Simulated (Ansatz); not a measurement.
Mulliken charges of BH5N2 (`NBN`) from ωB97M-V/def2-TZVPP in Ansatz (PBE0-D4/def2-TZVP geometry).

| atom | x (Å) | y (Å) | z (Å) | charge (e) |
| --- | --- | --- | --- | --- |
| N1 | -0.971 | 0.516 | -0.581 | -0.289 |
| B2 | 0.194 | 0.387 | 0.201 | 0.098 |
| N3 | 0.848 | -0.845 | 0.401 | -0.289 |
| H4 | -1.427 | -0.245 | -1.053 | 0.104 |
| H5 | -1.424 | 1.401 | -0.714 | 0.131 |
| H6 | 0.650 | 1.369 | 0.718 | 0.012 |
| H7 | 1.677 | -0.920 | 0.961 | 0.131 |
| H8 | 0.545 | -1.720 | 0.012 | 0.104 |

Q: By hand: the dipole of these point charges (1 e Å = 4.8032 D).

A: Σ q r = (0.004, 0.008, 0.004) e Å, of length 0.010 e Å = 0.05 D.

Q: How does the dipole of the full density compare? (An estimate is asked.)

A: Ansatz gave: (-0.109, -0.234, -0.123) e Å, 1.37 D; the point charges give 0.04 times that, at 178° from its direction, so they point the opposite way.

Point charges leave out the atoms' own dipoles, such as those of lone pairs, and Mulliken's split depends on the basis, so the two needn't agree.
